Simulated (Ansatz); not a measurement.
Cost and result for the atomization energy of `C[B][SiH3]` radical (9 atoms, 8 bonds).

Cartesian coordinates in Å:
```
C -0.381 0.160 1.646
B 0.199 0.522 0.276
Si 0.345 -0.092 -1.599
H -1.337 -0.375 1.612
H -0.444 0.984 2.361
H 0.352 -0.555 2.058
H -0.099 1.025 -2.480
H -0.421 -1.312 -2.003
H 1.787 -0.357 -1.870
```

The species carries charge 0 and has multiplicity 2. The geometry is a stationary point of PBE0-D4/def2-TZVP. Program: Ansatz. All runs use 2 threads of a server CPU on a shared host. Times are those of one run each, without the atoms' runs, and a repeat can differ threefold. Electronic energies, without spin–orbit coupling; frozen cores. CCSD(T)/CBS adds CCSD(T) − MP2 in def2-TZVPP to the MP2 limit, and its time is that of the two runs behind it. T1 = 0.014; ⟨S²⟩ of the reference is 0.76. B3LYP takes the VWN-RPA correlation (the form of Gaussian; ORCA's B3LYP/G). HSE06 is the plane-wave form, built on full-range PBE exchange.

CCSD(T)/CBS is a level of theory with its own doubt, some kJ/mol a heavy atom from the limit and from the frozen cores, so smaller differences don't rank the functionals.

```
                             level  functions  wall time  atomization (kJ/mol)  difference from CCSD(T)/CBS  per bond
                BLYP-D4/def2-TZVPP        188      3.3 s                2882.3                          0.3       0.0
                  CCSD(T)/def2-SVP         76      3.6 s                2748.9                       -133.1     -16.6
                PBE0-D4/def2-TZVPP        188      3.9 s                2906.0                         24.0       3.0
 B3LYP-D4/def2-TZVPP (with forces)        188      4.9 s                2911.4                         29.4       3.7
               HSE06-D4/def2-TZVPP        188      4.9 s                2907.4                         25.4       3.2
r2SCAN-D4/def2-TZVPP (with forces)        188        6 s                2926.5                         44.5       5.6
               PBE-QIDH/def2-TZVPP        188        6 s                2884.6                          2.6       0.3
                 B2PLYP/def2-TZVPP        188      6.5 s                2869.0                        -13.0      -1.6
                ωB97X-V/def2-TZVPP        188       19 s                2908.6                         26.6       3.3
  ωB97M-V/def2-TZVPP (with forces)        188       25 s                2898.6                         16.6       2.1
                    MP2/def2-QZVPP        364       25 s                2856.0                        -26.0      -3.3
                CCSD(T)/def2-TZVPP        188       87 s                2821.5                        -60.5      -7.6
                 CCSD(T)/CBS(def2)          –      110 s                2882.0                          0.0       0.0
```

From BLYP to BHLYP (50 % exact exchange), in def2-TZVPP and without D4, the atomization energy moves by +3.0 kJ/mol. The D4 term adds +21.8 kJ/mol with B3LYP and +11.4 kJ/mol with PBE0; it sums over pairs of atoms, weighted by their polarisabilities, and B3LYP, whose exchange is more repulsive, gets the larger term. At CCSD(T), def2-SVP lies −133.2 kJ/mol from the extrapolated value and def2-TZVPP −60.5 kJ/mol: correlation converges slowly with the basis, and small sets miss more of it in the bonded molecule than in its fragments.
